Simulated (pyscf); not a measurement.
silanone (O=SiH₂) + H atom (H•) → [O=SiH]• + hydrogen (H₂) (hydrogen abstraction; doublet surface; H–Si broken, H–H formed). Structures and frequencies: ωB97X-D3(BJ)/def2-SVP in PySCF. Rate constants from transition-state theory, ωB97M-D3(BJ)/def2-TZVP energies (ideal gas, 1 atm, RRHO with modes under 100 cm⁻¹ raised to 100, one conformer, R ln 2 for chiral ones without a mode under 150 cm⁻¹; no tunnelling), k in cm³ molecule⁻¹ s⁻¹.

```tsv
T (K)	1000/T	log10 k
298	3.354	-12.98
600	1.667	-11.35
900	1.111	?
1200	0.833	-10.29
```

Task: Fit an Arrhenius line to the three values, give the activation energy, and predict k at 900 K.

Result: Least squares gives log10 k = -9.49 − 1.05 × 1000/T, so Ea = 1.05 × ln 10 × 1.987 = 4.8 kcal/mol, against an electronic barrier of 4.2. At 900 K the line gives -10.66; the computed value is -10.69 (ΔG‡ = 20.8 kcal/mol), close to the line. This is the saddle that the search found; another between the same sides may lie lower. The angle at the transferred H is 178°.
